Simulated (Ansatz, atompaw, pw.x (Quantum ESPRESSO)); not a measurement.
Al (bcc): variants of one PAW (atompaw) potential in the solid

* Element: Al (Z = 13)
* Generator: atompaw 4.2.0.5
* Type: PAW
* Functional: LDA (PW92)
* Relativity: scalar-relativistic
* Frozen core: [Ne]
* Valence charge: 3
* Reference configuration: 3s2 3p1
* Partial waves: 3s (bound): rc 2.05 bohr; 3s channel at -0.2 Ry: rc 2.05 bohr; 3p (bound): rc 2.35 bohr; 3p channel at 1.2 Ry: rc 2.35 bohr
* Local potential: ultrasoft scheme with l = 2 at 0.5 Ry, radius 1.85 bohr
* Core correction: smooth core density matched at 2.25 bohr
* Augmentation charge: besselshape compensation charge, radius 2.25 bohr; PAW radius 2.35 bohr; waves and projectors: custom rrkj gramschmidtortho

Crystal test: bcc Al in pw.x 7.5, no spin, 14³ k-points, Fermi–Dirac smearing 0.01 Ry, cutoffs set for each file from its atomic test. The reference is all-electron LAPW (Ansatz 0.2.0) with the same functional, mesh and smearing; V0 and B0 come from Birch–Murnaghan fits to the pressures at five volumes. Errors are pseudo minus all-electron; Δ is the rms difference of the E(V) curves that follow from these fits, minima aligned, over ±6 % about the mean V0. Mesh and smearing are coarse, so the numbers serve the comparison and aren't converged zero-temperature values; the lattice is a test structure that the element need not adopt.

All-electron: a0 = 3.191 Å (V0 = 16.24 Å³/atom), B0 = 73.6 GPa.

1 further variants are left out: they gave no file fit for a test, a broken result, the same result as the base, or pressures whose basis-set error rivals the error shown.

| change | cutoffs (Ry) | pw.x | a0 (Å) | a0 error (%) | B0 error (%) | Δ (meV/atom) | mean pressure error (GPa) |
| --- | --- | --- | --- | --- | --- | --- | --- |
| base | 40/400 | converged | 3.179 | -0.39 | +1.0 | 3.0 | -0.85 |
| all radii scaled by about 1.04 (s 2.12, p 2.44 bohr); local potential ultrasoft scheme with l = 2 at 0.5 Ry, radius 1.92 bohr; augmentation besselshape compensation charge, radius 2.34 bohr; PAW radius 2.44 bohr; waves and projectors: custom rrkj gramschmidtortho; core correction smooth core density matched at 2.34 bohr | 40/400 | converged | 3.176 | -0.48 | +1.3 | 3.8 | -1.06 |
| all radii scaled by about 1.14 (s 2.34, p 2.68 bohr); local potential ultrasoft scheme with l = 2 at 0.5 Ry, radius 2.10 bohr; augmentation besselshape compensation charge, radius 2.56 bohr; PAW radius 2.68 bohr; waves and projectors: custom rrkj gramschmidtortho; core correction smooth core density matched at 2.56 bohr | 40/400 | converged | 3.165 | -0.80 | +1.9 | 6.3 | -1.74 |
| all radii scaled by about 1.24 (s 2.54, p 2.92 bohr); local potential ultrasoft scheme with l = 2 at 0.5 Ry, radius 2.30 bohr; augmentation besselshape compensation charge, radius 2.80 bohr; PAW radius 2.92 bohr; waves and projectors: custom rrkj gramschmidtortho; core correction smooth core density matched at 2.80 bohr | 40/400 | converged | 3.150 | -1.30 | +3.9 | 10.2 | -2.78 |

Q: Give the row for: all radii scaled by about 0.93 (s 1.90, p 2.18 bohr); local potential ultrasoft scheme with l = 2 at 0.5 Ry, radius 1.72 bohr; augmentation besselshape compensation charge, radius 2.08 bohr; PAW radius 2.18 bohr; waves and projectors: custom rrkj gramschmidtortho; core correction smooth core density matched at 2.08 bohr.

A: pw.x: converged; mean pressure error (GPa): -0.52; a0 (Å): 3.183; a0 error (%): -0.23; B0 error (%): +0.8; Δ (meV/atom): 1.8.
